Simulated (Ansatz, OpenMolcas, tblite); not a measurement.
# A ladder of methods for C2H7Si (SMILES C[SiH]C)

The species is C2H7Si (10 atoms), meant as a doublet with charge 0. SMILES: `C[SiH]C`. The shape is that of a PBE0-D4/def2-TZVP optimisation.

```xyz
10

C    -1.0653    0.7290   -0.8762
Si    0.5795    0.6764    0.0263
C     0.7450   -0.8633    1.0868
H    -1.1737   -0.1437   -1.5290
H    -1.1454    1.6253   -1.4945
H    -1.8991    0.7279   -0.1704
H     1.7071    0.7520   -0.9522
H    -0.0435   -0.9050    1.8418
H     1.7081   -0.8846    1.6006
H     0.6703   -1.7650    0.4696
```

Each level gives the energy change with the C3–H9 bond stretched from 1.092 to 1.638 Å (eV). The values are calculated.

| level | kind | program | value (eV) | less CCSD(T)/6-311+G** | CPU time (all runs) |
| --- | --- | --- | --- | --- | --- |
| GFN1-xTB | semi-empirical | tblite | 1.91 | -0.06 | under 2 s |
| UHF/6-311+G** | Hartree–Fock | OpenMolcas | 2.27 | +0.30 | 55 s |
| USVWN5/6-311+G** | LDA | Ansatz | 1.91 | -0.06 | 15 s |
| U-revPBE/6-311+G** | GGA | OpenMolcas | 1.88 | -0.09 | 2.8 min |
| UM06-L/6-311+G** | meta-GGA | OpenMolcas | 2.07 | +0.10 | 3.3 min |
| UM06-2X/6-311+G** | hybrid meta-GGA | OpenMolcas | 2.10 | +0.13 | 3.5 min |
| UPBE0/6-311+G** | global hybrid | Ansatz | 2.07 | +0.10 | 36 s |
| UMP2/6-311+G** | perturbation theory | Ansatz | 2.12 | +0.15 | 13 s |
| UCCSD(T)/6-311+G** | coupled cluster or CI | Ansatz | 1.97 | 0.00 | 4.4 min |

UCCSD(T)/6-311+G** is the highest level here, not the true value. The first shape isn't each level's own minimum. The values span 1.88 to 2.27 eV. CPU times are rough (shared hosts, several kinds of processor): they show what a rung costs within a factor of a few.
